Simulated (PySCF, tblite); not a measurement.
# Complex of chloromethane and fluoromethane

A gas-phase complex of chloromethane and fluoromethane; neutral, singlet. The structure comes from a short search (6 tight-binding starts) and was relaxed by PBE0-D3(BJ)/def2-SVPD; another way of binding may lie lower. No frequency run checks that it is a minimum.

Parts: 1 = chloromethane (CCl), atoms 1–5; 2 = fluoromethane (CF), atoms 6–10.

```
atom  part   x (Å)   y (Å)   z (Å)
  C1     1  -0.213  -0.115   0.226
 Cl2     1   1.254  -1.126   0.115
  H3     1  -0.556   0.106  -0.791
  H4     1  -0.978  -0.676   0.773
  H5     1   0.041   0.807   0.760
  C6     2   2.428   1.240   2.846
  F7     2   1.318   1.973   2.470
  H8     2   2.425   0.290   2.294
  H9     2   3.330   1.818   2.602
 H10     2   2.379   1.056   3.928
```

```csv
contact,kind (by geometry),distance (Å),angle (°)
H8···Cl2,closest for its radii,2.850,-
H5···F7,C–H hydrogen bond,2.431,150
```

Interaction energies are complex less parts, with the parts frozen as they stand in it; counterpoise-corrected, in kcal/mol (PySCF).

Question: How strongly do the parts interact, level by level?

Answer: 
```tsv
level	interaction	superposition error removed
wB97M-D3(BJ)/def2-TZVPD	-2.29	-0.08
PBE0-D3(BJ)/def2-TZVPD	-2.44	-0.06
```

Question: What holds them together? Decompose the wB97M-D3(BJ)/def2-TZVPD energy: frozen parts, their antisymmetrised product, then relaxation.

Answer: electrostatic -2.9, Pauli repulsion +2.3, orbital relaxation -0.8, dispersion correction -1.1 kcal/mol, which sum to the value before the counterpoise correction; the Pauli term holds the exchange-correlation of the frozen density too. Of the attraction, 61 % is electrostatic, 23 % is dispersion correction, 16 % is orbital relaxation.

The parts were also relaxed and run alone, at the levels used for the complex: shieldings by PBE0/pcSseg-2; core levels by delta-SCF with SCAN, pcX-2 on the ionised atom and pcseg-1 elsewhere, spin-free X2C (2p3/2 is the spin-free 2p value less a third of a first-order spin-orbit splitting).

Values alone: C1–H5 bond (Å): 1.095; shielding of H5 (ppm): 28.27; shielding of F7 (ppm): 465.8; shielding of C1 (ppm): 153.5; C1 1s core level (eV): 292.64; Cl2 2p3/2 core level (eV): 206.24; F7 1s core level (eV): 692.76.

Question: What does binding change?

Answer: 
```json
{"property": "C1–H5 bond (Å)", "alone": "1.095", "in the complex": "1.095", "change": "0.000"}
{"property": "shielding of H5 (ppm)", "alone": "28.27", "in the complex": "27.70", "change": "-0.57"}
{"property": "shielding of F7 (ppm)", "alone": "465.8", "in the complex": "464.3", "change": "-1.5"}
{"property": "shielding of C1 (ppm)", "alone": "153.5", "in the complex": "152.9", "change": "-0.7"}
{"property": "C1 1s core level (eV)", "alone": "292.64", "in the complex": "292.42", "change": "-0.22"}
{"property": "Cl2 2p3/2 core level (eV)", "alone": "206.24", "in the complex": "206.17", "change": "-0.07"}
{"property": "F7 1s core level (eV)", "alone": "692.76", "in the complex": "692.72", "change": "-0.05"}
```

The 4 runs behind this took 110 s in all, one thread each of Arm Neoverse V1 on a shared host, launched as `OMP_NUM_THREADS=1 python cluster_run.py task.json out`.
